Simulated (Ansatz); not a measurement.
AlFH4Si: where a starting geometry ends

The starting geometry of this gas-phase singlet was optimised with GFN2-xTB.

| atom | x (Å) | y (Å) | z (Å) |
| --- | --- | --- | --- |
| Al | 1.0599 | -0.5451 | -0.7788 |
| F | 2.0226 | -1.5775 | 0.0848 |
| Si | -0.5368 | 0.6363 | 0.7175 |
| H | 0.3176 | -1.1907 | -1.9774 |
| H | -0.2315 | 1.4391 | 1.9304 |
| H | 1.7214 | 0.8711 | -1.0237 |
| H | -1.4955 | 1.6200 | 0.1591 |

Problem. Where would you expect an optimisation with PBE0-D4/def2-TZVP to take it?

Solution. It rearranges to `[F][AlH][SiH3]`. Contacts that open: Al1–H6 (1.58 → 3.27 Å). Contacts that close: Si3–H6 (2.86 → 1.49 Å).

The energy falls by 1.93 eV over 16 steps:

```tsv
step	E − E(last) (eV)
1	1.932
3	1.517
4	1.273
6	0.666
8	0.492
9	0.370
11	0.145
13	0.008
14	0.006
16	0.000
```

Final geometry (Å):

```xyz
7

Al    0.8440   -0.9924   -0.7231
F     1.9286   -1.8924    0.1409
Si    0.0381    1.0792    0.3052
H     0.4504   -1.5602   -2.1463
H     0.1665    1.0604    1.7875
H     0.8212    2.2387   -0.2112
H    -1.3911    1.3199   -0.0411
```

The end wasn't checked by frequencies. Run with Ansatz 0.2.0, 15 s on 2 threads of Intel(R) Xeon(R) 6975P-C (Granite Rapids), on a shared host.
